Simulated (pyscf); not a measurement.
Thermochemistry of product channels of AsH₃ + OH• on the doublet surface, in kcal/mol, from ωB97M-D3(BJ)/def2-TZVP energies (ideal gas, 1 atm, RRHO with modes under 100 cm⁻¹ raised to 100, one conformer, R ln 2 for rigid chiral ones). PySCF, gas phase, ωB97X-D3(BJ)/def2-SVP geometries.

```
products                     ΔE  ΔH(298 K)  ΔG(600 K)  ΔG(1200 K)
------------------------  -----  ---------  ---------  ----------
AsH [triplet] + H₂O + H•  +29.3      +27.9      +11.7        -5.4
HO–AsH₂ + H•               -2.0       -3.0       +0.3        +2.2
HO–AsH• + H₂              -36.4      -36.2      -35.4       -35.5
AsH₂• + H₂ + O [triplet]  +75.9      +72.1      +56.3       +39.2
AsH₂• + H₂O               -43.9      -41.7      -43.5       -44.9
•O–AsH₂ + H₂               -3.0       -5.1       -4.0        -4.0
```

The channel to AsH [triplet] + H₂O + H• turns favourable between 298 and 1200 K (ΔG from +20.1 kcal/mol to -5.4 kcal/mol).

These are energies of the channels, which say nothing of barriers. Left out: orbital degeneracy and the spin-orbit lowering of OH, O. Elements up to Kr have no core potential and no relativistic terms here.
